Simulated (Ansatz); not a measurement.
in.yaml

```yaml
crystal:
  periodic: [false, false, false]
  atoms:
    - {symbol: C, position_ang: [0.000000, -0.896812, 1.818922]}
    - {symbol: Si, position_ang: [0.000000, 0.607235, 0.728623]}
    - {symbol: Cl, position_ang: [0.000000, -0.177225, -1.193419]}
basis:
  gaussian: {orbitals: cc-pVDZ}
magnetization: {spin_polarized: false, initial_magnetization: 3}
correlation: {method: fic_mrcisd_q, electrons: outside_noble_gas, active_space: {window: {electrons: 13, orbitals: 11}, shells: [{species: C, l: s, shell: 2}, {species: C, l: p, shell: 2}, {species: Cl, l: p, shell: 3}, {species: Si, l: s, shell: 3}, {species: Si, l: p, shell: 3}]}}
```

```sh
$ ansatz run in.yaml --threads 1 --pin off --events-out ev --progress --plain --max-ram 2393MiB
```

(1) Roughly how long does this take on 1 thread of Intel Xeon 6975P-C, shared host, and how much host memory?

```
970 factors; integrals over basis functions are off by at most 1.2e-7 eV
mean field evaluation 1: about -21391.3618 eV, gradient 1.2e1 eV
mean field evaluation 2: about -21391.3672 eV, gradient 1.2e1 eV
mean field evaluation 4: about -21392.6131 eV, gradient 2.8e0 eV
mean field evaluation 8: about -21393.1149 eV, gradient 6.0e-1 eV
mean field evaluation 16: about -21386.2837 eV, gradient 2.4e1 eV
mean field evaluation 32: about -21390.2759 eV, gradient 5.2e-1 eV
mean field -21393.13162292 eV, -786.1830863568 hartree, gradient 3.7e-6 eV, S^2 3.750000; 3 other end points of the search recorded, 0 dependent functions left out
reference -21393.13162292 eV, -786.1830863568 hartree; 20, 17 occupied and 30, 33 virtual orbitals, 970 factors
state -21394.75258979 eV, -786.2426557907 hartree
contracted CI cycle   1: correlation 0.00000000 eV, 0.0000000000 hartree, residual 2.12e1 eV
contracted CI cycle   2: correlation -6.28403818 eV, -0.2309341437 hartree, residual 3.41e0 eV
contracted CI cycle   3: correlation -6.46261779 eV, -0.2374968233 hartree, residual 6.71e-1 eV
contracted CI cycle   4: correlation -6.46984921 eV, -0.2377625732 hartree, residual 1.52e-1 eV
contracted CI cycle   5: correlation -6.47019713 eV, -0.2377753588 hartree, residual 3.60e-2 eV
contracted CI cycle   6: correlation -6.47021561 eV, -0.2377760381 hartree, residual 8.86e-3 eV
contracted CI cycle   7: correlation -6.47021671 eV, -0.2377760782 hartree, residual 2.32e-3 eV
contracted CI cycle   8: correlation -6.47021678 eV, -0.2377760810 hartree, residual 6.05e-4 eV
state -21394.75258979 eV, -786.2426557907 hartree; corrected -21401.88580797 eV, -786.5047967238 hartree
Total energy: -21401.88580797 eV, -786.5047967238 hartree
Checks for a lower state left out: starts, orbital_swaps
```

Natural occupations: 1.9971 1.9944 1.9888 1.9782 1.9151 1.0159 0.9970 0.9848 0.0758 0.0297 0.0233.

For the same geometry and basis UCCSDT(Q) lies 103.5 meV lower.

Results:

(1) 12 s wall and 0.97 GiB.
